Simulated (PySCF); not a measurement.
HN₂, charge +1.

```xyz
3

N      0.0000     0.0000     0.6484
N      0.0000     0.0000    -0.4376
H      0.0000     0.0000    -1.4754
```
Charge +1, spin multiplicity 1.

Geometry: B3LYP-D3(BJ)/def2-TZVPD. The isomer is the one that the SMILES or the coordinates give; other isomers of the formula were not compared.

The numbers are results of PySCF with HF/pcSseg-2, not measurements. Non-relativistic, no solvent.

**Question.** Give the absolute GIAO shielding of each atom: isotropic value and principal components (ppm). (Estimate from the structure and the level; the computed values follow.)

**Answer.** 
```tsv
atom	σ(iso)	σ11	σ22	σ33	span
N1	-103.5	-322.2	-322.2	333.9	656.1
N2	22.8	-135.8	-135.8	339.9	475.7
H3	22.3	16.2	16.2	34.4	18.2
```
